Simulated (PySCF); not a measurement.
# Bonding in 1-propanol

1-propanol, C3H8O.
Atom-mapped SMILES: `[CH3:1][CH2:2][CH2:3][OH:4]` (hydrogens: H5, H6, H7 on C1; H8, H9 on C2; H10, H11 on C3; H12 on O4)

Structure used (GFN2-xTB), in Å, numbered top down from 1:
```
atom  x, y, z in Å
C1    -1.5234    0.0093    0.0983
C2    -0.1458    0.0974   -0.5445
C3     0.9626   -0.2421    0.4524
O4     2.2478   -0.1961   -0.1213
H5    -1.7071   -0.9967    0.4682
H6    -1.5986    0.7015    0.9345
H7    -2.2961    0.2578   -0.6250
H8    -0.0829   -0.5923   -1.3886
H9     0.0156    1.1099   -0.9271
H10    0.9032    0.4381    1.3159
H11    0.8427   -1.2660    0.8142
H12    2.3832    0.6785   -0.5030
```

Bond orders from the PBE0/pcSseg-1 density (PySCF). One conformer (not necessarily the lowest) at the GFN2-xTB geometry, without solvent, vibrations or thermal averaging.

Question: How far do the computed orders between heavy atoms stray from the drawn ones?

Answer: The largest departure is 0.052, at C3–O4 (drawn single, 0.948) and C1–C2 (drawn single, 1.050).

Question: Set the Mayer orders of the bonds between heavy atoms beside their lengths.

Answer: 
```
 bond  drawn as  length (Å)  Mayer order
C1–C2    single       1.523        1.050
C2–C3    single       1.529        1.028
C3–O4    single       1.408        0.948
```

By pair of heavy elements: C–C: lowest C2–C3 (1.028, 1.529 Å), highest C1–C2 (1.050, 1.523 Å).

Question: And the bonds to hydrogen?

Answer: C–H: 0.95 to 0.97 (7 bonds); H–O: 0.95 (1 bond).

Question: Sum the orders of all bonds at each heavy atom with more than one neighbour and set the sums beside the valence in the SMILES.

Answer: C1 3.950 (drawn 4), C2 3.975 (drawn 4), C3 3.876 (drawn 4), O4 1.903 (drawn 2). Orders between atoms that aren't bonded are not in these sums.

The Mayer order sums products of elements of PS (density times overlap matrix) between the two atoms' basis functions, so it depends on the basis set.
